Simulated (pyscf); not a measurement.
Structures and frequencies: ωB97X-D3(BJ)/def2-SVP in PySCF.

### Question
For H₃C–CH₃ + [HS–Zn]• → H₃C–Zn–SH + CH₃•, a substitution at C (doublet surface; C–C broken, C–Zn formed), PBE/def2-TZVP gives ΔE‡ = 1.79 eV and ΔE = +1.05 eV (zero: the separated reactants). In which direction and how far do r²SCAN/def2-TZVP, B3LYP-D3(BJ)/def2-TZVP, ωB97M-D3(BJ)/def2-TZVP move these?

### Answer
r²SCAN: ΔE‡ = 1.85 eV, ΔE = +0.85 eV; B3LYP-D3(BJ): ΔE‡ = 1.97 eV, ΔE = +1.05 eV; ωB97M-D3(BJ): ΔE‡ = 2.17 eV, ΔE = +1.02 eV. PBE's barrier lies under all of them, by 0.06 to 0.39 eV. Its reaction energy matches one of them and lies within 0.19 eV of the others. This is the saddle that the search found; another between the same sides may lie lower. The angle at the attacked C is 179°. Elements up to Kr have no core potential and no relativistic terms here.
